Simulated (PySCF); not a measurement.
**How well do the runs reproduce experiment for neopentane?**

**What was measured.**

From NIST CCCBDB Release 22 (SRD 101), experimental polarizabilities, for the gas: mean polarisability 10.24 Å³.

Wang, Chong, Molecules 2025, 30, 2887 (The role of exchange energy in modeling core-electron binding energies of strongly polar bonds) lists, for the gas: C 1s binding energy of C1/C3/C4/C5 290.37 eV; C 1s binding energy of C2 290.66 eV.

The runs below try to reproduce these values; the comparison stands at the end.

Compound: neopentane, C₅H₁₂.
Atom-mapped SMILES: `[CH3:1][C:2]([CH3:3])([CH3:4])[CH3:5]` (hydrogens: H6, H7, H8 on C1; H9, H10, H11 on C3; H12, H13, H14 on C4; H15, H16, H17 on C5)

Cartesian coordinates in Å at the GFN2-xTB level; atoms count from 1:
```xyz
17
C5H12 angstrom
C     -0.3482   -0.4559    1.4172
C     -0.0011    0.0009   -0.0012
C      0.1360    1.5248   -0.0275
C     -1.1120   -0.4290   -0.9619
C      1.3218   -0.6370   -0.4307
H     -1.2873   -0.0142    1.7429
H     -0.4471   -1.5384    1.4563
H      0.4307   -0.1580    2.1156
H      0.3845    1.8698   -1.0289
H     -0.7950    1.9985    0.2761
H      0.9220    1.8493    0.6509
H     -2.0612    0.0174   -0.6730
H     -1.2260   -1.5110   -0.9546
H     -0.8821   -0.1161   -1.9783
H      1.2445   -1.7221   -0.4203
H      2.1231   -0.3446    0.2444
H      1.5906   -0.3225   -1.4369
```

The PySCF runs (gas phase, on this GFN2-xTB geometry; non-relativistic but for the core-level run):

```tsv
level	job	basis functions	wall time
PBE0/def2-SVPD	8 singlets by full TDDFT, 3 Tamm–Dancoff triplets, polarisability	196	28 s
delta-SCF UKS SCAN, pcX-2 on the ionised atom, pcseg-1 elsewhere, spin-free X2C	ΔSCF core ionisation, 2 holes	161	22 s
```

Hardware: an Arm Neoverse V2 with one thread, no GPU, shared host.

Results beside the measurements:

**Mean polarisability.** Measured: 10.24 Å³ (NIST CCCBDB Release 22 (SRD 101), experimental polarizabilities).

| level | computed (Å³) | computed − measured (Å³) | % (from the printed values) |
| --- | --- | --- | --- |
| PBE0/def2-SVPD | 9.35 | -0.89 | -9 |

The computed values are static and purely electronic, with core orbitals frozen in the response (1 au = 0.148185 Å³). The table of measured values doesn't say here whether a value is static or optical, or holds a vibrational part.

**Core binding energies.** PySCF 2.14.0, delta-SCF UKS SCAN, pcX-2 on the ionised atom, pcseg-1 elsewhere, spin-free X2C.

| level and atom | computed (eV) | measured (eV) | computed − measured (eV) |
| --- | --- | --- | --- |
| C 1s, C1/C3/C4/C5 | 290.20 | 290.37 | -0.17 |
| C 1s, C2 | 290.47 | 290.66 | -0.19 |

Sources, in the order of the opening: Wang, Chong, Molecules 2025, 30, 2887 (The role of exchange energy in modeling core-electron binding energies of strongly polar bonds). Against the first value of each row the mean signed difference is -0.18 eV and the largest in size -0.19 eV. The computed values are vertical, without vibrational structure; measured positions hang on the energy calibration. Atoms equivalent by their bonding share one computed value, that of the first of them.

No measured geometry was used, and the causes of the misses weren't examined.
